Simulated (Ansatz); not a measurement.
# C4H6FO (charge -1): ranking of conformers, by script

The task is a ranking of conformers, for C4H6FO (charge -1). SMILES: C=C(F)CC[O-].

Program: Ansatz 0.2.0, driven from Python. Level of theory: B3LYP/6-31G*. These are calculated values, not measurements.

### Step 1. The structure

The script builds its own geometries from the SMILES C=C(F)CC[O-].

The script holds or builds the structure itself.

### Step 2. The code

Contents of conformers_c4h6fo.py:

```python
from dataclasses import dataclass

import ansatz as az
from rdkit import Chem
from rdkit.Chem import AllChem


@dataclass
class Settings:
    basis_set: str = "6-31G*"
    functional: str = "b3lyp"
    charge: int = -1


opts = Settings()

rd = Chem.AddHs(Chem.MolFromSmiles("C=C(F)CC[O-]"))
ids = list(AllChem.EmbedMultipleConfs(rd, numConfs=20, randomSeed=689, pruneRmsThresh=0.4))
field = [energy for _, energy in AllChem.MMFFOptimizeMoleculeConfs(rd)]
distinct = {round(e, 2): i for i, e in zip(ids, field)}
chosen = sorted(distinct.items())[:5]
found = []
for force_field, index in chosen:
    system = az.Crystal.molecule()
    for atom, xyz in zip(rd.GetAtoms(), rd.GetConformer(index).GetPositions()):
        system = system.atom(atom.GetSymbol(), xyz.round(5).tolist())
    calc = (
        system.calculation()
        .basis(gaussian=opts.basis_set)
        .functional(opts.functional)
        .charge(opts.charge)
    )
    found.append(calc.run(threads=1).report["free_energy_ev"])
print("conformer   MMFF (kcal/mol)   this level (eV)")
for (force_field, index), e in zip(chosen, found):
    print(f"{index:9d} {force_field - chosen[0][0]:17.2f} {(e - min(found)):17.3f}")
```

### Step 3. The calls as engine input

The engine receives this input (first run):

```yaml
crystal:
  periodic: [false, false, false]
  atoms:
    - { symbol: C, position_ang: [1.77321, -0.1746, -0.61538] }
    - { symbol: C, position_ang: [0.9012, -0.34436, 0.38551] }
    - { symbol: F, position_ang: [1.12654, -1.36809, 1.24223] }
    - { symbol: C, position_ang: [-0.27956, 0.56011, 0.63505] }
    - { symbol: C, position_ang: [-1.62372, -0.08739, 0.19959] }
    - { symbol: O, position_ang: [-2.57737, 0.81008, 0.41335] }
    - { symbol: H, position_ang: [1.64612, 0.62982, -1.33012] }
    - { symbol: H, position_ang: [2.60684, -0.85439, -0.73295] }
    - { symbol: H, position_ang: [-0.29654, 0.79887, 1.70779] }
    - { symbol: H, position_ang: [-0.12515, 1.51305, 0.1077] }
    - { symbol: H, position_ang: [-1.68236, -1.04614, 0.7404] }
    - { symbol: H, position_ang: [-1.4692, -0.43698, -0.83441] }
basis:
  gaussian:
    orbitals: "6-31G*"
hamiltonian:
  xc: b3lyp
total_charge: -1.0
```

### Step 4. Running it

Launch:

```console
$ python conformers_c4h6fo.py
```

Standard output:

```text
conformer   MMFF (kcal/mol)   this level (eV)
        4              0.00             0.000
        5              0.54             0.028
        3              1.67             0.046
```

Run time: 10 s. Hardware: 1 thread of Arm Neoverse V1, shared host; peak memory 0.31 GiB.

### Step 5. Inputs of later runs

The engine's inputs for the other runs:

Run 2, against run 1:

```diff
@@ -4,12 +4,12 @@
-    - { symbol: C, position_ang: [1.77321, -0.1746, -0.61538] }
-    - { symbol: C, position_ang: [0.9012, -0.34436, 0.38551] }
-    - { symbol: F, position_ang: [1.12654, -1.36809, 1.24223] }
-    - { symbol: C, position_ang: [-0.27956, 0.56011, 0.63505] }
-    - { symbol: C, position_ang: [-1.62372, -0.08739, 0.19959] }
-    - { symbol: O, position_ang: [-2.57737, 0.81008, 0.41335] }
-    - { symbol: H, position_ang: [1.64612, 0.62982, -1.33012] }
-    - { symbol: H, position_ang: [2.60684, -0.85439, -0.73295] }
-    - { symbol: H, position_ang: [-0.29654, 0.79887, 1.70779] }
-    - { symbol: H, position_ang: [-0.12515, 1.51305, 0.1077] }
-    - { symbol: H, position_ang: [-1.68236, -1.04614, 0.7404] }
-    - { symbol: H, position_ang: [-1.4692, -0.43698, -0.83441] }
+    - { symbol: C, position_ang: [-1.21279, 0.75147, 0.72262] }
+    - { symbol: C, position_ang: [-0.74261, 0.85014, -0.52624] }
+    - { symbol: F, position_ang: [-1.38932, 1.71333, -1.34947] }
+    - { symbol: C, position_ang: [0.41824, 0.08047, -1.11888] }
+    - { symbol: C, position_ang: [1.01599, -1.12741, -0.32883] }
+    - { symbol: O, position_ang: [1.82962, -0.66582, 0.61146] }
+    - { symbol: H, position_ang: [-2.05399, 1.34823, 1.04524] }
+    - { symbol: H, position_ang: [-0.73844, 0.0889, 1.4395] }
+    - { symbol: H, position_ang: [1.20522, 0.79719, -1.39296] }
+    - { symbol: H, position_ang: [0.04439, -0.32326, -2.07096] }
+    - { symbol: H, position_ang: [1.46669, -1.76351, -1.1088] }
+    - { symbol: H, position_ang: [0.157, -1.74973, -0.03099] }
```

Run 3, against run 1:

```diff
@@ -4,12 +4,12 @@
-    - { symbol: C, position_ang: [1.77321, -0.1746, -0.61538] }
-    - { symbol: C, position_ang: [0.9012, -0.34436, 0.38551] }
-    - { symbol: F, position_ang: [1.12654, -1.36809, 1.24223] }
-    - { symbol: C, position_ang: [-0.27956, 0.56011, 0.63505] }
-    - { symbol: C, position_ang: [-1.62372, -0.08739, 0.19959] }
-    - { symbol: O, position_ang: [-2.57737, 0.81008, 0.41335] }
-    - { symbol: H, position_ang: [1.64612, 0.62982, -1.33012] }
-    - { symbol: H, position_ang: [2.60684, -0.85439, -0.73295] }
-    - { symbol: H, position_ang: [-0.29654, 0.79887, 1.70779] }
-    - { symbol: H, position_ang: [-0.12515, 1.51305, 0.1077] }
-    - { symbol: H, position_ang: [-1.68236, -1.04614, 0.7404] }
-    - { symbol: H, position_ang: [-1.4692, -0.43698, -0.83441] }
+    - { symbol: C, position_ang: [1.4468, -0.30892, 1.20866] }
+    - { symbol: C, position_ang: [0.24853, -0.68505, 0.74785] }
+    - { symbol: F, position_ang: [-0.53593, -1.42365, 1.56886] }
+    - { symbol: C, position_ang: [-0.24726, -0.39235, -0.64709] }
+    - { symbol: C, position_ang: [-0.97079, 0.97615, -0.81677] }
+    - { symbol: O, position_ang: [-0.05346, 1.91943, -0.9902] }
+    - { symbol: H, position_ang: [2.09855, 0.29541, 0.58604] }
+    - { symbol: H, position_ang: [1.75465, -0.5537, 2.21513] }
+    - { symbol: H, position_ang: [-0.96704, -1.18638, -0.89078] }
+    - { symbol: H, position_ang: [0.56925, -0.51203, -1.37391] }
+    - { symbol: H, position_ang: [-1.68023, 0.80997, -1.64418] }
+    - { symbol: H, position_ang: [-1.66308, 1.06114, 0.03637] }
```

### Step 6. The engine's runs

One row for each of the 3 runs:

```
run  energy from run 1 (eV)  SCF cycles  CPU time (s)
  1                  0.0000          19           3.3
  2                  0.0279          18           3.2
  3                  0.0458          18           3.2
```

### Step 7. Summary of results

```
        quantity     value
   runs compared         3
          lowest     run 1
next above it by  0.028 eV
```

**Reading.** The structures are force-field minima, not relaxed at this level. Of those tried, run 1 is lowest; run 2 lies 0.028 eV above it. Notes:
- The conformers keep their force-field geometries.
- b3lyp holds the VWN-RPA fit, as in Gaussian; the form of ORCA and Turbomole is b3lyp5.
- Anions want diffuse functions, which this basis lacks.
